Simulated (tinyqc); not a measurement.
Inside a calculation. Method: extended Hueckel theory, for CH2. Computed by tinyqc, a small Python program that keeps every step (integrals from PySCF). Settings: charge = 0, K = 1.5, multiplicity = 1. Command: `OMP_NUM_THREADS=1 python tinyqc.py 20848 20849 out.jsonl` (the two numbers bound the seeds that draw the settings). One thread of a shared host (Intel(R) Xeon(R) Processor @ 2.60GHz), about 0.01 s of CPU time with the checks.

## Overlaps

Geometry (angstrom):
```
atom       x        y       z
C     0.0000   0.0000  0.0000
H     0.0000   0.9180  0.6480
H     0.0000  -0.9180  0.6480
```

Parameters chosen for this run:
```
element  shell  Slater exponent  H_ii (eV)
H           1s           1.3000   -13.6000
C           2s           1.6250   -21.4000
C           2p           1.6250   -11.4000
```

Slater orbitals, each expanded in six Gaussians scaled to its exponent.

overlap S, lower triangle:
```
         1C 2s  1C 2px   1C 2py  1C 2pz   2H 1s   3H 1s
1C 2s   1.0000
1C 2px  0.0000  1.0000
1C 2py  0.0000  0.0000   1.0000
1C 2pz  0.0000  0.0000   0.0000  1.0000
2H 1s   0.4736  0.0000   0.3918  0.2766  1.0000
3H 1s   0.4736  0.0000  -0.3918  0.2766  0.1351  1.0000
```

## Wolfsberg-Helmholz matrix

diagonal H_ii (eV): 1C 2s -21.4000, 1C 2px -11.4000, 1C 2py -11.4000, 1C 2pz -11.4000, 2H 1s -13.6000, 3H 1s -13.6000

K = 1.5000

H_ij = K' S_ij (H_ii + H_jj)/2 for i != j (the diagonal keeps H_ii), with K' = 1.5.

H (eV), lower triangle:
```
           1C 2s    1C 2px    1C 2py    1C 2pz     2H 1s     3H 1s
1C 2s   -21.4000
1C 2px    0.0000  -11.4000
1C 2py    0.0000    0.0000  -11.4000
1C 2pz    0.0000    0.0000    0.0000  -11.4000
2H 1s   -12.4316    0.0000   -7.3470   -5.1861  -13.6000
3H 1s   -12.4316    0.0000    7.3470   -5.1861   -2.7566  -13.6000
```

## Orbitals

valence electrons = 6

Solve H C = S C e through S^(-1/2); fill by pairs from the bottom, a degenerate level sharing its electrons equally; each orbital has its largest coefficient positive (the first on a tie).

orbital energies (eV): -22.2317  -14.5407  -12.2886  -11.4000  -1.9306  4.6953

occupations: 2.0000  2.0000  2.0000  0.0000  0.0000  0.0000

coefficients:
```
            MO1      MO2      MO3     MO4      MO5      MO6
1C 2s    0.8126   0.0000  -0.3076  0.0000   0.0000   1.0420
1C 2px   0.0000   0.0000   0.0000  1.0000   0.0000   0.0000
1C 2py   0.0000   0.4963   0.0000  0.0000   1.1420   0.0000
1C 2pz  -0.0316   0.0000   0.8526  0.0000   0.0000   0.7475
2H 1s    0.1776   0.4725   0.2120  0.0000  -0.8204  -0.9277
3H 1s    0.1776  -0.4725   0.2120  0.0000   0.8204  -0.9277
```

sum of one-electron energies = -98.1220 eV

## Mulliken analysis

P = C n C^T; charge = valence electrons (H 1, C 4) minus the sum of (P S)_ii on the atom; overlap population = 2 sum P_ij S_ij between two atoms.

charges: 1C -0.1694, 2H 0.0847, 3H 0.0847

Overlap populations:
```
pair      value
2-1    0.711090
3-1    0.711090
3-2   -0.079343
```
